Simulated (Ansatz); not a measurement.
Process, species as SMILES: [O-][N+]#N → 2 N atom + O atom
B3LYP-D3(BJ)/def2-TZVP geometries, fixed; electronic energies without zero-point terms.

Basis-set convergence of the atomisation energy at B2PLYP with Ansatz (a program for electronic structure). Cartesian d functions, on some or all atoms, in 6-31+G*; all else is spherical. Cores are frozen. Open shells are unrestricted. No added dispersion term, no relativity. Functions are those of the species that has most. Reference: the value in aug-pcseg-3, 278.31 kcal/mol, itself unsure by roughly 0.56 kcal/mol (its mean distance from aug-cc-pVQZ, cc-pV5Z, def2-QZVPPD).

```csv
basis,functions,atomisation energy (kcal/mol)
pcseg-0,27,199.17
cc-pVDZ,42,262.10
def2-SVP,42,[?]
6-311G**,54,264.24
6-31+G*,57,260.35
6-311+G**,66,[?]
pcseg-2,90,[?]
"6-311++G(3df,3pd)",117,[?]
jun-cc-pV(T+d)Z,117,273.87
cc-pVQZ,165,277.64
def2-QZVPP,171,277.23
aug-pcseg-3,255,278.31
cc-pV5Z,273,278.56
```

**Question.** Complete the blanks.

**Answer.** 
- def2-SVP, atomisation energy (kcal/mol): 271.87
- 6-311+G**, atomisation energy (kcal/mol): 262.99
- pcseg-2, atomisation energy (kcal/mol): 274.19
- 6-311++G(3df,3pd), atomisation energy (kcal/mol): 276.27
